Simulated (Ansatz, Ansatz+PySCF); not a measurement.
```xyz
2

N     0.0000    0.0000   -0.1204
H     0.0000    0.0000    0.8427
```

UHF-MP2 on triplet NH was run in several spherical basis sets with Ansatz (development build ahead of 0.2.0). Frozen core: 1 orbital.

(1) Rank the basis sets by the total energy that they give, lowest first, with the distance from the lowest.
A. cc-pVDZ
B. 6-31G(d)
C. def2-SVP
D. def2-TZVP
E. cc-pVTZ

Answers

(1) E (0.00 eV), D (0.07 eV), A (1.35 eV), B (1.70 eV), C (2.75 eV).

Totals follow the description of the cores as much as that of the bonds, so this order isn't one of quality for chemistry.
